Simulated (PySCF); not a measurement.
**How well do the runs reproduce experiment for PH3?**

**The experiment to reproduce.**

From NIST CCCBDB Release 22 (SRD 101), experimental dipoles, for the gas: dipole moment (microwave Stark effect) 0.58 D.

The results are set against them at the end.

PH₃.
Atom-mapped SMILES: `[PH3:1]` (hydrogens: H2, H3, H4 on P1)

Cartesian coordinates in Å at the PBE0-D3(BJ)/def2-SVP level; atoms count from 1:
```xyz
4
PH3 angstrom
P      0.026   -0.041    0.476
H     -0.599    1.021   -0.247
H      1.199   -0.004   -0.337
H     -0.590   -1.049   -0.327
```

Runs made with PySCF (gas phase, on this PBE0-D3(BJ)/def2-SVP geometry; no spin–orbit coupling):

| level | job | basis functions | wall time |
| --- | --- | --- | --- |
| PBE0-D3(BJ)/def2-SVP, grid level 1 | geometry optimisation from a GFN2-xTB start shaken at random | 33 | 1.8 s |

Hardware: an Intel Xeon at 2.60 GHz with one thread, shared host.

**Comparison with experiment**

**Dipole moment.** Measured: 0.58 D (NIST CCCBDB Release 22 (SRD 101), experimental dipoles).

| level | computed (D) | computed − measured (D) | % (from the printed values) |
| --- | --- | --- | --- |
| PBE0-D3(BJ)/def2-SVP | 0.91 | +0.33 | +57 |

The computed dipoles belong to one fixed geometry; measured ones are averaged over vibrations unless marked μe. Magnitudes are compared, not signs.

The geometry is computed, not the measured one. Where a level misses, the cause wasn't examined.
